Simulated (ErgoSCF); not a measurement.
# HF/def2-TZVPP run of NOF (nitrosyl fluoride)

Aim: the vertical ionisation energy of NOF (nitrosyl fluoride) at HF/def2-TZVPP, from 2 runs. 

Program for the calculation: ErgoSCF 3.8.

8 further runs of the same task are left out: 2 that didn't finish, 6 set aside as unsound or not needed.

## (1) The structure to begin with

The species is NOF (3 atoms), meant as a singlet with charge 0. SMILES: `O=NF`. The shape is that of a PBE0-D4/def2-TZVP optimisation.

Bond lengths: O1–N2 1.127 Å, N2–F3 1.483 Å. Angles: O1–N2–F3 110.4°.

## (2) A single-point energy at HF/def2-TZVPP

The input, mol.xyz:

```xyz
3
FNO
O      0.868350     0.242970     0.504740
N      0.148930    -0.482540     0.029910
F     -1.017290     0.239580    -0.534650
```

The input, ergo.in:

```
set_nthreads("env")
tmpdir = "."
spin_polarization = 0
scf.output_mulliken_pop = 1
scf.max_number_of_iterations = 120
charge = 0
scf.use_diagonalization = 1
basis = "def2-TZVPP"
molecule "mol.xyz"
run "HF"
```

The basis set def2-TZVPP is read from a file made from the Basis Set Exchange's data (not shown).

The run is started by

```sh
$ ergo ergo.in
```

The program printed (excerpt; [...] marks lines left out):

```text
[...]
INSC SCF_general constructor, number of basis functions: 93
[...]
INSC Energy   1 =        -53.04579945198
[...]
INDE E_LUMO =          0.05993845497
[...]
INSC Energy  17 =       -228.72164648702  ( diff     -0.000000000001251 )
[...]
RESC CONVERGED after  17 iterations.
RESC FINAL ENERGY:       -228.72164648702
[...]
INSC SCF: dipole_moment_x [atomic units] =       0.52802604
INSC SCF: dipole_moment_y [atomic units] =      -0.26623013
INSC SCF: dipole_moment_z [atomic units] =       0.26217726
[...]
```

Run time: 74 s. Hardware: 1 thread of Arm Neoverse V1, shared host.

## (3) The doublet cation

The input, run.inp:

```
set_nthreads(1)
molecule_inline
O  1.64094368 0.45914676 0.95382036
N  0.28143691 -0.91186844 0.05652171
F  -1.92239949 0.45274058 -1.01034207
EOF
spin_polarization = 1
charge = 1
scf.max_number_of_iterations = 120
scf.use_diagonalization = 1
basis = "def2-TZVPP"
tmpdir = "."
scf.output_mulliken_pop = 1
run "HF"
```

The basis set def2-TZVPP is read from a file made from the Basis Set Exchange's data (not shown).

The run is started by

```sh
$ ergo < run.inp
```

The program printed:

```text
[...]
INSC SCF_general constructor, number of basis functions: 93
[...]
INSC Energy   1 =        -53.33451224722
[...]
INDE E_LUMO =         -0.35306243008
[...]
INSC Energy  41 =       -228.29271372456  ( diff     -0.000000000005116 )
[...]
RESC CONVERGED after  41 iterations.
RESC FINAL ENERGY:       -228.29271372456
RESC FINAL <S2> =          1.02113298067
[...]
INSC SCF: dipole_moment_x [atomic units] =       0.51381085
INSC SCF: dipole_moment_y [atomic units] =      -0.14140680
INSC SCF: dipole_moment_z [atomic units] =       0.26783859
[...]
```

It took 4.7 min on 1 thread of Arm Neoverse V1, shared host.

## (4) Outcome

At HF/def2-TZVPP:

| quantity | value |
| --- | --- |
| singlet NOF: total energy | -228.72165 Eh |
| singlet NOF: dipole moment | 1.64 D |
| doublet cation: total energy | -228.29271 Eh |
| doublet cation: ⟨S²⟩ | 1.021 |
| vertical ionisation energy (to the doublet cation) | 11.672 eV |

**Reading.** The vertical ionisation energy comes to 11.67 eV (1126 kJ/mol). ⟨S²⟩ (doublet cation) is 1.02 where a pure doublet has 0.75: the reference is spin-contaminated.
